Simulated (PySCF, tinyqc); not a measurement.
Worked calculation: RHF in the sto-3g basis, for CH2, spin multiplicity 1. The lowest restricted solution is unstable here: a spin-polarised one lies 0.0218 hartree lower (PySCF). One step of it, computed by the program tinyqc.

Problem. Iteration 2: building the Fock matrix. J_ij = sum D_kl (ij|kl), K_ij = sum D_kl (ik|jl); F = H + J - 0.5 K; E = tr D H + tr D J / 2 - 0.25 tr D K + E_nn.

D after iteration 1, order 1C 1s, 1C 2s, 1C 2px, 1C 2py, 1C 2pz, 2H 1s, 3H 1s:
$$\begin{pmatrix}
2.130477 & -0.511150 & 0.000000 & 0.000000 & 0.086011 & -0.002561 & -0.002561 \\
-0.511150 & 2.094259 & 0.000000 & 0.000000 & -0.389648 & -0.074353 & -0.074353 \\
0.000000 & 0.000000 & 0.197561 & 0.000000 & 0.000000 & 0.000000 & 0.000000 \\
0.000000 & 0.000000 & 0.000000 & 0.508726 & 0.000000 & 0.365756 & -0.365756 \\
0.086011 & -0.389648 & 0.000000 & 0.000000 & 0.704970 & 0.420828 & 0.420828 \\
-0.002561 & -0.074353 & 0.000000 & 0.365756 & 0.420828 & 1.034668 & -0.001991 \\
-0.002561 & -0.074353 & 0.000000 & -0.365756 & 0.420828 & -0.001991 & 1.034668
\end{pmatrix}$$

core Hamiltonian H = T + V (hartree), order 1C 1s, 1C 2s, 1C 2px, 1C 2py, 1C 2pz, 2H 1s, 3H 1s:
$$\begin{pmatrix}
-18.445374 & -4.447938 & 0.000000 & 0.000000 & -0.008790 & -0.399364 & -0.399364 \\
-4.447938 & -5.399298 & 0.000000 & 0.000000 & -0.100582 & -1.166060 & -1.166060 \\
0.000000 & 0.000000 & -4.313767 & 0.000000 & 0.000000 & 0.000000 & 0.000000 \\
0.000000 & 0.000000 & 0.000000 & -4.396613 & 0.000000 & -0.948514 & 0.948514 \\
-0.008790 & -0.100582 & 0.000000 & 0.000000 & -4.345010 & -0.595344 & -0.595344 \\
-0.399364 & -1.166060 & 0.000000 & -0.948514 & -0.595344 & -2.711695 & -0.157446 \\
-0.399364 & -1.166060 & 0.000000 & 0.948514 & -0.595344 & -0.157446 & -2.711695
\end{pmatrix}$$

Two-electron integrals (ij|kl) in chemists' order, unique and non-zero (hartree):
```
(11|11) 3.541948    (21|11) 0.576921    (21|21) 0.111888    (22|11) 0.854682
(22|21) 0.205284    (22|22) 0.624709    (31|31) 0.020296    (32|31) 0.030858
(32|32) 0.137996    (33|11) 0.852436    (33|21) 0.205335    (33|22) 0.624568
(33|33) 0.672833    (41|41) 0.020296    (42|41) 0.030858    (42|42) 0.137996
(43|43) 0.036269    (44|11) 0.852436    (44|21) 0.205335    (44|22) 0.624568
(44|33) 0.600295    (44|44) 0.672833    (51|51) 0.020296    (52|51) 0.030858
(52|52) 0.137996    (53|53) 0.036269    (54|54) 0.036269    (55|11) 0.852436
(55|21) 0.205335    (55|22) 0.624568    (55|33) 0.600295    (55|44) 0.600295
(55|55) 0.672833    (61|11) 0.051433    (61|21) 0.009920    (61|22) 0.018192
(61|33) 0.018140    (61|41) 0.000481    (61|42) 0.000910    (61|44) 0.018257
(61|51) 0.000295    (61|52) 0.000559    (61|54) 0.000072    (61|55) 0.018184
(61|61) 0.000897    (62|11) 0.154677    (62|21) 0.037803    (62|22) 0.131044
(62|33) 0.127700    (62|41) 0.003002    (62|42) 0.022999    (62|44) 0.134885
(62|51) 0.001844    (62|52) 0.014124    (62|54) 0.004413    (62|55) 0.130409
(62|61) 0.003492    (62|62) 0.040451    (63|31) 0.003396    (63|32) 0.019167
(63|43) 0.004200    (63|53) 0.002579    (63|63) 0.004263    (64|11) 0.124940
(64|21) 0.030879    (64|22) 0.113454    (64|33) 0.108059    (64|41) 0.005422
(64|42) 0.036864    (64|44) 0.122014    (64|51) 0.001244    (64|52) 0.010868
(64|54) 0.005991    (64|55) 0.110154    (64|61) 0.002947    (64|62) 0.041382
(64|64) 0.045824    (65|11) 0.076726    (65|21) 0.018963    (65|22) 0.069672
(65|33) 0.066359    (65|41) 0.001244    (65|42) 0.010868    (65|44) 0.069770
(65|51) 0.004160    (65|52) 0.025841    (65|54) 0.006295    (65|55) 0.072804
(65|61) 0.001810    (65|62) 0.025413    (65|64) 0.025523    (65|65) 0.019937
(66|11) 0.340663    (66|21) 0.084548    (66|22) 0.334863    (66|33) 0.319693
(66|41) 0.006933    (66|42) 0.074347    (66|44) 0.352409    (66|51) 0.004257
(66|52) 0.045657    (66|54) 0.020091    (66|55) 0.332031    (66|61) 0.007842
(66|62) 0.143578    (66|64) 0.161103    (66|65) 0.098934    (66|66) 0.774606
(71|11) 0.051433    (71|21) 0.009920    (71|22) 0.018192    (71|33) 0.018140
(71|41) -0.000481   (71|42) -0.000910   (71|44) 0.018257    (71|51) 0.000295
(71|52) 0.000559    (71|54) -0.000072   (71|55) 0.018184    (71|61) 0.000872
(71|62) 0.003293    (71|64) 0.002598    (71|65) 0.001715    (71|66) 0.007363
(71|71) 0.000897    (72|11) 0.154677    (72|21) 0.037803    (72|22) 0.131044
(72|33) 0.127700    (72|41) -0.003002   (72|42) -0.022999   (72|44) 0.134885
(72|51) 0.001844    (72|52) 0.014124    (72|54) -0.004413   (72|55) 0.130409
(72|61) 0.003293    (72|62) 0.026268    (72|64) 0.020150    (72|65) 0.016119
(72|66) 0.069619    (72|71) 0.003492    (72|72) 0.040451    (73|31) 0.003396
(73|32) 0.019167    (73|43) -0.004200   (73|53) 0.002579    (73|63) 0.002512
(73|73) 0.004263    (74|11) -0.124940   (74|21) -0.030879   (74|22) -0.113454
(74|33) -0.108059   (74|41) 0.005422    (74|42) 0.036864    (74|44) -0.122014
(74|51) -0.001244   (74|52) -0.010868   (74|54) 0.005991    (74|55) -0.110154
(74|61) -0.002598   (74|62) -0.020150   (74|64) -0.013649   (74|65) -0.012201
(74|66) -0.052823   (74|71) -0.002947   (74|72) -0.041382   (74|74) 0.045824
(75|11) 0.076726    (75|21) 0.018963    (75|22) 0.069672    (75|33) 0.066359
(75|41) -0.001244   (75|42) -0.010868   (75|44) 0.069770    (75|51) 0.004160
(75|52) 0.025841    (75|54) -0.006295   (75|55) 0.072804    (75|61) 0.001715
(75|62) 0.016119    (75|64) 0.012201    (75|65) 0.012190    (75|66) 0.044657
(75|71) 0.001810    (75|72) 0.025413    (75|74) -0.025523   (75|75) 0.019937
(76|11) 0.018933    (76|21) 0.004651    (76|22) 0.016869    (76|33) 0.016405
(76|44) 0.016820    (76|51) 0.000379    (76|52) 0.003181    (76|55) 0.017362
(76|61) 0.000420    (76|62) 0.004573    (76|64) 0.004114    (76|65) 0.003176
(76|66) 0.015067    (76|71) 0.000420    (76|72) 0.004573    (76|74) -0.004114
(76|75) 0.003176    (76|76) 0.000688    (77|11) 0.340663    (77|21) 0.084548
(77|22) 0.334863    (77|33) 0.319693    (77|41) -0.006933   (77|42) -0.074347
(77|44) 0.352409    (77|51) 0.004257    (77|52) 0.045657    (77|54) -0.020091
(77|55) 0.332031    (77|61) 0.007363    (77|62) 0.069619    (77|64) 0.052823
(77|65) 0.044657    (77|66) 0.200544    (77|71) 0.007842    (77|72) 0.143578
(77|74) -0.161103   (77|75) 0.098934    (77|76) 0.015067    (77|77) 0.774606
```

nuclear repulsion = 4.30312603 hartree

Give: Coulomb J; exchange K; Fock matrix F; total energy of this density.

Solution.

Coulomb J (hartree), order 1C 1s, 1C 2s, 1C 2px, 1C 2py, 1C 2pz, 2H 1s, 3H 1s:
$$\begin{pmatrix}
10.9195 & 2.0751 & 0.0000 & 0.0000 & -0.0035 & 0.1846 & 0.1846 \\
2.0751 & 4.7377 & 0.0000 & 0.0000 & 0.0474 & 1.0310 & 1.0310 \\
0.0000 & 0.0000 & 4.6688 & 0.0000 & 0.0000 & 0.0000 & 0.0000 \\
0.0000 & 0.0000 & 0.0000 & 4.7831 & 0.0000 & 0.9124 & -0.9124 \\
-0.0035 & 0.0474 & 0.0000 & 0.0000 & 4.7442 & 0.5675 & 0.5675 \\
0.1846 & 1.0310 & 0.0000 & 0.9124 & 0.5675 & 3.0368 & 0.1337 \\
0.1846 & 1.0310 & 0.0000 & -0.9124 & 0.5675 & 0.1337 & 3.0368
\end{pmatrix}$$

exchange K (hartree), order 1C 1s, 1C 2s, 1C 2px, 1C 2py, 1C 2pz, 2H 1s, 3H 1s:
$$\begin{pmatrix}
7.2188 & 1.2114 & 0.0000 & 0.0000 & 0.0032 & 0.1161 & 0.1161 \\
1.2114 & 1.6332 & 0.0000 & 0.0000 & -0.0942 & 0.4715 & 0.4715 \\
0.0000 & 0.0000 & 0.4912 & 0.0000 & 0.0000 & 0.0000 & 0.0000 \\
0.0000 & 0.0000 & 0.0000 & 0.9482 & 0.0000 & 0.4227 & -0.4227 \\
0.0032 & -0.0942 & 0.0000 & 0.0000 & 0.9659 & 0.2965 & 0.2965 \\
0.1161 & 0.4715 & 0.0000 & 0.4227 & 0.2965 & 1.0826 & 0.0677 \\
0.1161 & 0.4715 & 0.0000 & -0.4227 & 0.2965 & 0.0677 & 1.0826
\end{pmatrix}$$

Fock matrix F (hartree), order 1C 1s, 1C 2s, 1C 2px, 1C 2py, 1C 2pz, 2H 1s, 3H 1s:
$$\begin{pmatrix}
-11.1353 & -2.9785 & 0.0000 & 0.0000 & -0.0139 & -0.2728 & -0.2728 \\
-2.9785 & -1.4782 & 0.0000 & 0.0000 & -0.0061 & -0.3708 & -0.3708 \\
0.0000 & 0.0000 & 0.1094 & 0.0000 & 0.0000 & 0.0000 & 0.0000 \\
0.0000 & 0.0000 & 0.0000 & -0.0876 & 0.0000 & -0.2474 & 0.2474 \\
-0.0139 & -0.0061 & 0.0000 & 0.0000 & -0.0837 & -0.1761 & -0.1761 \\
-0.2728 & -0.3708 & 0.0000 & -0.2474 & -0.1761 & -0.2162 & -0.0576 \\
-0.2728 & -0.3708 & 0.0000 & 0.2474 & -0.1761 & -0.0576 & -0.2162
\end{pmatrix}$$

total energy of this density = -38.011432 hartree

This density is a damped mixture and is not idempotent, and it still holds part of the atomic start, so its energy may lie below the converged one.
